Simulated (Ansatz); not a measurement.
Results of the Gaussian-basis code of Ansatz.

`[SH][Mg][SH]`. The species carries charge 0 and has multiplicity 1. The structure was optimised at the PBE0-D4/def2-TZVP level. It is one conformer, not always the lowest.

```xyz
5

S    -1.262   -1.439   -1.305
Mg    0.225   -0.292   -0.004
S     1.731    0.831    1.295
H    -2.308   -1.054   -0.551
H     1.614    1.954    0.565
```

(1) What is the dipole moment at r2SCAN/def2-TZVPP? (Best estimate.)

(2) And with PBE, B3LYP, ωB97M-V? (Estimate.)

(3) Give the Mulliken charges with r2SCAN, ωB97M-V, PBE in def2-TZVPP. (Estimate.)

Results:

(1) The calculation gave: 0.88 D, with components (-0.54, 0.69, 0.01) D in this frame, pointing from negative to positive charge.

(2) The calculation gave: PBE 0.82 D, B3LYP 0.83 D, ωB97M-V 0.84 D.

(3) The calculation gave: 
| atom | r2SCAN | ωB97M-V | PBE |
| --- | --- | --- | --- |
| S1 | -0.47 | -0.44 | -0.44 |
| Mg2 | 0.73 | 0.65 | 0.66 |
| S3 | -0.47 | -0.44 | -0.44 |
| H4 | 0.11 | 0.11 | 0.11 |
| H5 | 0.11 | 0.11 | 0.11 |

B3LYP here is the variant with VWN-RPA as its local correlation; programs differ in this.
